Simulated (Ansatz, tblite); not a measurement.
Forces on MgMeCl (CH3ClMg) at its r2SCAN-D4/def2-TZVP geometry. Total charge 0; singlet.

The xTB rows come from tblite.

GFN1-xTB (tblite), largest force 0.27 eV/Å:

```xyz
6
positions Å, forces eV/Å
Mg    0.524   -0.536   -0.957   -0.054    0.049    0.097
C    -0.361    0.390    0.666   -0.125    0.103    0.221
H    -0.305    1.481    0.601    0.073   -0.134   -0.133
H     0.117    0.099    1.606    0.045   -0.054   -0.193
H    -1.421    0.127    0.749    0.141   -0.055   -0.140
Cl    1.446   -1.561   -2.665   -0.080    0.092    0.148
```

GFN2-xTB (tblite), largest force 0.61 eV/Å:

```
Mg 0.175 -0.179 -0.319
C -0.269 0.248 0.483
H 0.041 -0.209 -0.079
H -0.027 0.001 -0.229
H 0.211 -0.003 -0.096
Cl -0.131 0.142 0.241
```

PBE-D4/def2-TZVP (Ansatz), largest force 0.23 eV/Å:

```
Mg -0.021 0.010 0.035
C 0.007 -0.023 -0.018
H 0.033 0.222 -0.052
H 0.120 -0.079 0.163
H -0.201 -0.072 -0.017
Cl 0.061 -0.059 -0.111
```
